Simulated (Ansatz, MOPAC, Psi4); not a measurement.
Reaction (SMILES): C[SiH2]B(O)O [methylsilylboronic acid] -> C[SiH2][B]O + [OH] (HO) (the B-O bond breaks)

Wanted: bond dissociation energy (enthalpy at 298 K), in kcal/mol. Terms: non-relativistic; six Cartesian d functions in 6-31G* and its kin unless marked 5d; spin-orbit terms left out; 6-311+G** with 5d, 6d on Na to Ar in Ansatz (a program for electronic structure); UHF or UKS for open shells; LANL2DZ with its own core potentials from Na on; no dispersion term unless named; valence correlation only. Basis-set limits of correlation are two-point, X^-3; Hartree-Fock from the larger set. First-principles rows: single points at B3LYP-D3(BJ) geometries (Ansatz), with unscaled harmonic terms from B3LYP/6-31G* (Ansatz) at its own minima. Semi-empirical rows: MOPAC heats of formation at their own minima for 298 K.

Coupled cluster (Ansatz) is a level with limits of its own, used here on species with T1 under 0.025 (0.045 for open shells) and stable references: CCSD(T)/CBS(cc-pV(T+d)Z,cc-pV(Q+d)Z).

Value to compare with, CCSD(T)/CBS(cc-pV(T+d)Z,cc-pV(Q+d)Z) (Ansatz): 145.1 kcal/mol.

| level | program | bond dissociation energy (enthalpy at 298 K) (kcal/mol) | difference |
|---|---|---|---|
| PM6 | MOPAC | 127.6 | -17.5 |
| HF/6-31G* | Ansatz | 109.5 | -35.6 |
| PBE/6-31G* | Ansatz | 145.0 | -0.1 |
| PBE/def2-SVP | Ansatz | 148.1 | 3.0 |
| BLYP/6-31G* | Ansatz | 140.5 | -4.6 |
| B3LYP/LANL2DZ | Ansatz | 135.5 | -9.6 |
| B3LYP/6-31G | Ansatz | 136.4 | -8.7 |
| B3LYP/6-31G* | Ansatz | 140.8 | -4.3 |
| wB97X-D/6-311+G** | Psi4 | 140.8 | -4.3 |
| MP2/STO-3G | Ansatz | 139.1 | -6.0 |
| wB97M-V/def2-TZVPD | Ansatz | 144.4 | -0.7 |

Among the 10 habitual levels, HF/6-31G* lies farthest from CCSD(T)/CBS(cc-pV(T+d)Z,cc-pV(Q+d)Z) (Ansatz) (-35.6 kcal/mol) and PBE/6-31G* nearest (-0.1); 1 of 10 lie above it, and their mean absolute difference is 9.4 kcal/mol, the median 5.3. One case shows no general order.

The levels are drawn from those run, B3LYP/6-31G* more often than the rest, none by its result; left out are runs that failed, that the program found above a lower state of the same kind, or whose <S^2> lies over 0.5 above the pure value.
